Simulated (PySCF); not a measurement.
Compound: CS2.
Numbering: `[S:1]=[C:2]=[S:3]`

The calculation used PySCF 2.14.0, density-fitted response routines, TDDFT wB97X-D/def2-SVPD, vertical, gas phase, core orbitals frozen in the response. Geometry: PBE0-D3(BJ)/def2-SVP; no solvent, vibrations or thermal averaging.

Question: List the vertical singlet excitations with oscillator strengths and describe the spectrum.

Answer: 

```tsv
state	E (eV)	λ (nm)	f	symmetry	main configurations (H = HOMO, L = LUMO)
S1	3.83	323.5	0.0000	–	H-1/H→L/L+1 (98%)
S2	4.16	298.1	0.0000	–	H-1/H→L/L+1 (100%)
S3	4.16	298.1	0.0000	–	H-1/H→L/L+1 (100%)
S4	6.75	183.6	1.103	Σu+	H-1/H→L/L+1 (≥86%)
S5	6.99	177.3	0.0000	–	H-3/H-2→L/L+1 (97%)
S6	7.25	171.0	0.0000	–	H-1/H→L+2 (≥97%)
S7	7.25	171.0	0.0000	–	H-1/H→L+2 (≥97%)
S8	7.31	169.6	0.0000	–	H-3/H-2→L/L+1 (99%)
S9	7.31	169.6	0.0000	–	H-3/H-2→L/L+1 (99%)
```

Triplets (Tamm–Dancoff): T1 3.36 eV, H-1/H→L/L+1 (98%); T2 3.60 eV, H-1/H→L/L+1 (99%); T3 3.60 eV, H-1/H→L/L+1 (99%).

The lowest singlet comes at 324 nm (370 kJ/mol) in the ultraviolet; it is dark (f under 0.0005); its leading configuration is HOMO-1/HOMO→LUMO/LUMO+1 (98%). The most intense listed level is S4 at 6.75 eV (184 nm, f = 1.103), 2.92 eV above S1. S2/S3, S6/S7 and S8/S9 lie within about 0.01 eV of each other in each set; the point group D∞h has degenerate representations, and within a degenerate level the listed configurations can mix freely. Löwdin shares by element: HOMO (one of a set within 0.03 eV) sulfur 78%, carbon 22%; LUMO (one of a set within 0.03 eV) sulfur 65%, carbon 35%. Of the 9 states listed, 1 reaches f = 0.01 and 8 stay under 0.0005. The oscillator strengths of these states sum to 1.103; summed over the whole spectrum of an exact calculation they would give the number of electrons, 38 (Thomas–Reiche–Kuhn). The listed states span 3.48 eV, and the widest gap between neighbours is 2.59 eV (S3 to S4). All these states lie below the vertical ionisation energy of 10.24 eV (ΔSCF). Symmetry labels in D∞h follow from the direction of the transition dipole and are given only for states with f of 0.002 or more. Orbitals of the list HOMO-3 to LUMO+2 that lie within 0.01 eV of each other are written together with a slash and their weights summed (≥ marks a lower bound); for degenerate orbitals outside that list single weights are arbitrary. Only the lowest 10 singlets were computed, as vertical energies without vibronic structure. The highest level found (7.75 eV, f 0.0000 so far) is left out, since the window may have cut off a degenerate partner.
